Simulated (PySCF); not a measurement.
An unknown is described by computed data only.

Formula: C2H3F3O.

| Property | Result |
| --- | --- |
| Triplet | lowest triplet excitation (Tamm–Dancoff): 7.31 eV [TDA CAM-B3LYP/def2-SVPD] |
| Rotational structure | rotational constants A, B, C: 5.357, 2.814, 2.780 GHz [GFN2-xTB] |
| Couplings | largest of the computed one-bond spin–spin couplings (means over like bonds): 19F–13C -350.9 (×3), 13C–1H +152.8 (×2), 17O–1H -73.7, 13C–13C +65.3, 17O–13C +20.6 Hz [B3LYP/pcJ-1] |
| NMR, other nuclei | isotropic shieldings of nuclei other than C and H, by class: 322 (1 O), 267 (3 F) ppm [GIAO PBE0/pcSseg-1] |
| 1H NMR | chemical shifts (computed TMS as zero) by class: 4.22 (2 H), 1.06 (1 H) ppm [GIAO PBE0/pcSseg-1] |
| 13C NMR | chemical shifts (computed TMS as zero) by class: 133.8 (1 C), 67.8 (1 C) ppm [GIAO PBE0/pcSseg-1] |
| Dipole | 1.73 D [CAM-B3LYP/def2-SVPD] |
| Polarisability | 33.8 au [CAM-B3LYP/def2-SVPD] |
| UV, first state | lowest singlet excitation: 7.70 eV (161 nm, f = 0.006) [TDDFT CAM-B3LYP/def2-SVPD] |

Gas-phase values; electronic properties from PySCF, density fitting. Levels stand in brackets. The structure is a single GFN2-xTB conformer in the gas phase; no vibrational or solvent corrections. NMR values are class means; diastereotopic atoms form classes of their own.

**Question.** What is the compound? Reason from the data.

**Answer.** Numbering: `[OH:1][CH2:2][C:3]([F:4])([F:5])[F:6]`. Its formula, C2H3F3O, gives 0 degrees of unsaturation, so no ring and no π bond. 2 carbons fall into 2 classes; from least to most shielded: CF3 carbon [C3] (133.8 ppm), carbinol carbon (C–OH) [C2] (67.8 ppm). Hydrogen classes from least to most shielded: 2 H on a carbinol carbon (C–OH), C2 (4.22 ppm), 1 H on an alcohol oxygen, O1 (1.06 ppm). The other shieldings belong to: 322 ppm, alcohol oxygen [O1]; 267 ppm, fluorine of a CF3 group [F4/F5/F6]. The couplings run between: -350.9 Hz, fluorine of a CF3 group [F4] and CF3 carbon [C3] (with 2 like pairs); +152.8 Hz, carbinol carbon (C–OH) [C2] and its hydrogen (with 1 like pair); -73.7 Hz, alcohol oxygen [O1] and its hydrogen; +65.3 Hz, carbinol carbon (C–OH) [C2] and CF3 carbon [C3]; +20.6 Hz, alcohol oxygen [O1] and carbinol carbon (C–OH) [C2]. By its constants the optimised geometry is a nearly prolate symmetric top. Structure: `OCC(F)(F)F` (2,2,2-trifluoroethanol). Computed isomers that give other values at the same levels: `COC(F)(F)F` (13C chemical shifts (computed TMS as zero) by class: 131.5 (1 C), 56.1 (1 C) ppm). The assignments are read from this structure; whether some other isomer fits the data as well wasn't checked.

Conformer computed: `[OH:1][CH2:2][C:3]([F:4])([F:5])[F:6]`: O1–C2–C3–F4 57°, H–O1–C2–C3 -59°.
